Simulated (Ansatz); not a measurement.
Two structures of C2H8Si, closed shell, reached by relaxing down either side of one saddle point (PBE0-D4/def2-TZVP). Energies are electronic, without zero-point energy. Ansatz 0.2.0; basis: def2-TZVPP and def2-QZVPP; cores frozen in the correlated methods. Extrapolation: Hartree–Fock as exp(−7.88 √X), correlation as X^−2.97. First:

Si1  (-1.021, 1.404, -0.967)
H2  (0.291, 1.208, -1.633)
H3  (-1.796, 0.139, -0.998)
H4  (-1.781, 2.457, -1.691)
H5  (-0.813, 1.836, 0.437)
C6  (0.351, -1.271, 1.228)
C7  (1.357, -1.078, 0.390)
H8  (0.257, -0.700, 2.146)
H9  (-0.423, -2.005, 1.030)
H10  (2.129, -0.342, 0.587)
H11  (1.449, -1.647, -0.529)
(Å)

Second:

```json
{"atom": "Si1", "x (Å)": "-1.1241", "y (Å)": "0.8274", "z (Å)": "-0.4528"}
{"atom": "H2", "x (Å)": "1.8625", "y (Å)": "0.2341", "z (Å)": "-0.1348"}
{"atom": "H3", "x (Å)": "-1.3733", "y (Å)": "0.1900", "z (Å)": "-1.7757"}
{"atom": "H4", "x (Å)": "-2.4372", "y (Å)": "1.1336", "z (Å)": "0.1780"}
{"atom": "H5", "x (Å)": "-0.4033", "y (Å)": "2.1094", "z (Å)": "-0.6881"}
{"atom": "C6", "x (Å)": "-0.1005", "y (Å)": "-0.3074", "z (Å)": "0.6361"}
{"atom": "C7", "x (Å)": "1.2574", "y (Å)": "-0.6601", "z (Å)": "0.0360"}
{"atom": "H8", "x (Å)": "0.0255", "y (Å)": "0.1775", "z (Å)": "1.6101"}
{"atom": "H9", "x (Å)": "-0.6833", "y (Å)": "-1.2155", "z (Å)": "0.8243"}
{"atom": "H10", "x (Å)": "1.8278", "y (Å)": "-1.3216", "z (Å)": "0.6931"}
{"atom": "H11", "x (Å)": "1.1487", "y (Å)": "-1.1673", "z (Å)": "-0.9262"}
```

(1) Which bonds change from the first to the second?

(2) Give the saddle point's structure and its height above each. (To be estimated.)

T1 diagnostic: at most 0.017.

Results:

(1) C₂H₄ (C=C) + SiH₄ → C₂H₈Si (CC[SiH3]); bonds formed: Si1–C6, H2–C7; bonds broken: Si1–H2.

(2) Computed: 2.272 eV above the first and 3.615 eV above the second (CCSD(T) at an estimated basis limit (MP2 extrapolated from triple and quadruple zeta, plus CCSD(T) − MP2 in triple zeta)).
```
11
angstrom
Si -0.7583 0.8413 -0.4888
H 0.7056 0.5285 -1.0671
H -1.2440 -0.3480 -1.2555
H -1.8425 1.8139 -0.9187
H -0.0981 1.7184 0.5276
C -0.0814 -0.7229 0.8886
C 1.0253 -0.6031 0.0426
H -0.0452 -0.2789 1.8743
H -0.7526 -1.5623 0.7672
H 1.8993 -0.0505 0.3688
H 1.1920 -1.3363 -0.7389
```

For scale, one of the runs: CCSD(T)/def2-TZVPP, 216 basis functions, launched by `ansatz run in.yaml --threads 2 --pin off --events-out ev --progress --plain --max-ram 4352MiB`. Time: 74 s of wall clock on 2 CPU threads of an Arm Neoverse V1; the host was shared. Peak host memory: 3.1 GiB.
